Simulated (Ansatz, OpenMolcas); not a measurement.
## From OpenMolcas to Ansatz

This OpenMolcas 26.06 job computes quartet CH3BCl:

mol.inp:
```
&GATEWAY
BasLib = $CurrDir
BasisSet
C.aug-cc-pVDZ....
C1 -0.289900 0.325200 -0.312400 angstrom
End of Basis
BasisSet
B.aug-cc-pVDZ....
B2 0.195300 -1.059500 0.167700 angstrom
End of Basis
BasisSet
Cl.aug-cc-pVDZ....
Cl3 1.467800 -1.355700 1.297800 angstrom
End of Basis
BasisSet
H.aug-cc-pVDZ....
H4 -1.073500 0.641700 0.390700 angstrom
H5 0.494200 1.088800 -0.289700 angstrom
H6 -0.752000 0.295400 -1.300400 angstrom
End of Basis
&SEWARD
GridInput
Grid=UltraFine
End of Grid
&SCF
UHF
Spin = 4
KSDFT = 2
1.0 MGGA_X_R2SCAN
1.0 MGGA_C_R2SCAN
Thresholds = 1e-10 1e-07 1e-07 1e-05
PrOrbitals = 1 2
```

```bash
$ export MOLCAS_MEM=1860
$ pymolcas mol.inp > mol.log
```

(Basis files named in the input come from the Basis Set Exchange and aren't shown.)

Geometry: relaxed at PBE0-D4/def2-TZVP. That shape belongs to the parent species and isn't relaxed for this state.

It gives a total energy of -524.656409 Eh.

**Question.** How is this level of theory, on these atoms, set up in Ansatz 0.2.0 as an input file of the program's own?

**Answer.** This input was run:

run.yaml:
```yaml
basis:
  gaussian: {orbitals: aug-cc-pVDZ}
crystal:
  periodic: [false, false, false]
  atoms:
    - {symbol: C, position_ang: [-0.289900, 0.325200, -0.312400]}
    - {symbol: B, position_ang: [0.195300, -1.059500, 0.167700]}
    - {symbol: Cl, position_ang: [1.467800, -1.355700, 1.297800]}
    - {symbol: H, position_ang: [-1.073500, 0.641700, 0.390700]}
    - {symbol: H, position_ang: [0.494200, 1.088800, -0.289700]}
    - {symbol: H, position_ang: [-0.752000, 0.295400, -1.300400]}
magnetization: {spin_polarized: true, initial_magnetization: 3}
hamiltonian: {xc: {name: r2SCAN}}
accuracy: high
output: {orbitals: {seedname: orbitals}}
```

```bash
$ ansatz run run.yaml --threads 1 --pin off --max-ram 3480MiB --events-out events.jsonl --progress --plain --runs-dir runs
```

Its energy is -524.656391 Eh, 0.018 mEh from the first.
